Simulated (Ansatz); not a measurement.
System: fcc Ag. Method: r²SCAN50 (Ansatz, a first-principles code, plane waves, PAW).

Input file:

Ansatz 0.2 input:
```yaml
crystal:
  lattice:
    - [0.0, 2.0898864103, 2.0898864103]
    - [2.0898864103, 0.0, 2.0898864103]
    - [2.0898864103, 2.0898864103, 0.0]
  atoms:
    - { symbol: Ag, position: [0.0, 0.0, 0.0] }
basis:
  ecutwfc: 520
  ecutrho_ratio: 4
  xc_grid: 3
kpoints:
  mp_grid: { grid: [14, 14, 14] }
hamiltonian:
  xc: r2scan50
  dispersion: none
  pseudopotentials: { kind: paw }
scf:
  occupations: { method: fermi_dirac, width: 0.05 }
  convergence: { dr2_threshold: 0.0000000001 }
output:
  forces: false
  stress: true
  eigenvalues: true
```

The run printed, among other lines:

```
WARN output.stress: scf.exx.energy_threshold = 1e-6 eV is looser than the 1e-8 eV advised for a stress under a hybrid functional (1e-8 eV for each atom of the …
Crystal: 1 atoms, lattice volume = 18.256 Å³
Basis set: ecut = 520 eV, 531 PW (Γ), exchange–correlation on 72×72×72 points (27 copies of the dense FFT grid, shifted against one another)
Bands: 14, of which v1, the nominal top of the filled ones, is band 10 counted from 1 (9 counted from 0)
Symmetry: 48 space group operations
Space group: Fm-3m (ITA 225), of the structure as read, at distance tolerance 2.6e-5 Å
k-points: 104 of 2744
Functional: x = r2scan, c = r2scan; τ floored in thin density (d = 2e-4 eV/Å³), warm-up for x = 0.5 r2scan + 0.5 exact, c = r2scan; τ floored in thin density (d = 2e-4 eV/Å³)
SCF iter   1: F=—  HF=-7603.934113 eV  |F-HF|=—  |Δ(HF+E_count)|=         —  Δρ=9.74e-3  dr2=1.44e-2  dr2_τ=8.40e-4
SCF iter   2: F=—  HF=-7603.931593 eV  |F-HF|=—  |Δ(HF+E_count)|=   2.52e-3  Δρ=5.38e-3  dr2=3.22e-3  dr2_τ=4.03e-4
  ...
SCF 1 converged in 8 iterations: F = -7603.931660 eV  dr2 = 3.88e-11
Crystal: 1 atoms, lattice volume = 18.256 Å³
Initial density: handed on by an earlier stage of this run
Functional: x = 0.5 r2scan + 0.5 exact, c = r2scan; τ floored in thin density (d = 2e-4 eV/Å³)
  ...
SCF 3 converged in 5 iterations: F = -7602.811599 eV  dr2 = 8.35e-11
Crystal: 1 atoms, lattice volume = 18.256 Å³
Crystal: 1 atoms, lattice volume = 18.256 Å³
SCF 5 converged in 17 iterations: F = -7602.812976 eV  dr2 = 7.31e-12
Crystal: 1 atoms, lattice volume = 18.256 Å³
SCF 6 converged in 4 iterations: F = -7602.813217 eV  dr2 = 1.90e-11
Crystal: 1 atoms, lattice volume = 18.256 Å³
SCF 7 converged in 4 iterations: F = -7602.813998 eV  dr2 = 2.33e-11
Crystal: 1 atoms, lattice volume = 18.256 Å³
Crystal: 1 atoms, lattice volume = 18.256 Å³
SCF 9 converged in 7 iterations: F = -7602.814492 eV  dr2 = 5.98e-11
Crystal: 1 atoms, lattice volume = 18.256 Å³
SCF 10 converged in 2 iterations: F = -7602.814492 eV  dr2 = 2.65e-11
Crystal: 1 atoms, lattice volume = 18.256 Å³
Crystal: 1 atoms, lattice volume = 18.256 Å³
SCF 12 converged in 5 iterations: F = -7602.814492 eV  dr2 = 8.17e-11
Crystal: 1 atoms, lattice volume = 18.256 Å³
Crystal: 1 atoms, lattice volume = 18.256 Å³
SCF iter   5: F=—  HF=-7602.814492 eV  |F-HF|=—  |Δ(HF+E_count)|=   1.35e-8  Δρ=8.53e-7  dr2=1.17e-10  dr2_τ=6.20e-12
SCF iter   6: F=-7602.814492 eV  HF=-7602.814492 eV  |F-HF|=2.73e-12  |Δ(HF+E_count)|=  3.64e-12  Δρ=2.59e-8  dr2=2.27e-11  dr2_τ=2.13e-14
SCF 14 converged in 6 iterations: F = -7602.814492 eV  dr2 = 2.27e-11
Free energy (F): -7602.814492 eV
Internal energy: -7602.813853 eV  (E = F + TS)
E sigma→0 (E₀):  -7602.814173 eV
Fermi energy:    15.712135 eV
--- Stress (GPa, compression-positive) ---
       -2.682876       0.000000      -0.000000
       -0.000000      -2.682876      -0.000000
       -0.000000       0.000000      -2.682876
  P = ⅓ Tr σ = -2.6829 GPa (-26.829 kbar)
```

The cell is one volume of an energy–volume scan, off the minimum.

The PAW data were made under PBE.

Note: the run warned that the count of filled bands differs between k points.

Cost on a shared machine: very roughly 11 core-minutes.
